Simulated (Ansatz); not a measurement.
in.yaml

```yaml
crystal:
  periodic: [false, false, false]
  atoms:
    - {symbol: Na, position_ang: [0.000000, 0.000000, 0.401747]}
    - {symbol: H, position_ang: [0.000000, 0.000000, -2.869253]}
    - {symbol: H, position_ang: [0.000000, 0.000000, 2.467507]}
basis:
  gaussian: {orbitals: aug-cc-pVTZ}
total_charge: -1
correlation: {method: fci, electrons: outside_noble_gas}
```

```sh
$ ansatz run in.yaml --threads 1 --pin off --events-out ev --progress --plain --max-ram 2393MiB
```

The program prints:

```
1013 factors; integrals over basis functions are off by at most 2.6e-7 eV
mean field evaluation 1: about -4433.3035 eV, gradient 5.2e0 eV
mean field evaluation 2: about -4433.3075 eV, gradient 5.2e0 eV
mean field evaluation 4: about -4433.5842 eV, gradient 2.9e-1 eV
mean field evaluation 8: about -4433.5857 eV, gradient 6.8e-7 eV
mean field -4433.58568678 eV, -162.9312687969 hartree, gradient 4.6e-6 eV, S^2 0.000000; 0 other end points of the search recorded, 0 dependent functions left out
5 core orbitals not correlated: weight in the atoms' cores, before any rotation towards them, 1.000 or more for the frozen orbitals, at most 0.000 for the correlated occupied ones
reference -4433.58568678 eV, -162.9312687969 hartree; 2, 2 occupied and 89, 89 virtual orbitals, 1013 factors
state -4435.64136474 eV, -163.0068135686 hartree
Total energy: -4435.64136474 eV, -163.0068135686 hartree
```

Natural occupations: 1.9310 1.9026 0.0701 0.0367 0.0095 0.0095 0.0095 0.0087 0.0084 0.0084 0.0006 0.0006 0.0006 0.0004 0.0003 0.0003 0.0003 0.0002 0.0002 0.0002 0.0002 0.0002 0.0002 0.0001.

Ran on 1 thread of Intel Xeon Platinum 8259CL, shared host: 66 s wall, 0.78 GiB peak host memory.
